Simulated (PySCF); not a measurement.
CH3NO, SMILES NC=O (connectivity only; charge and spin as stated), charge +1, multiplicity 2.

Geometry: B3LYP-D3(BJ)/def2-TZVP. The spin state was assumed, not searched. Other conformers were not sampled.

Two levels are set side by side: PBE/def2-TZVPD (PySCF) and PBE0/def2-TZVPD (PySCF). Same geometry, gas phase. Differences are taken from unrounded values.

```json
[
 {"quantity": "α-spin orbital gap (eV)", "PBE0": "9.04"},
 {"quantity": "β-spin orbital gap (eV)", "PBE0": "4.18"},
 {"quantity": "mean polarisability (bohr³)", "PBE0": "20.8"}
]
```

Task: What does PBE give, and how far is it from PBE0? (An estimate is asked for; the answer gives what the named calculation found.)

Result: 
| quantity | PBE | PBE minus PBE0 |
|---|---|---|
| α-spin orbital gap (eV) | 6.36 | -2.69 |
| β-spin orbital gap (eV) | 0.84 | -3.33 |
| mean polarisability (bohr³) | 21.5 | 0.7 |

PBE's more diffuse valence density responds more strongly to a field. Differences between two approximate levels are no errors against the true value.

Rough cost on one machine, each run with all the roots and properties that it gave: PBE0 against PBE within a factor of 2.
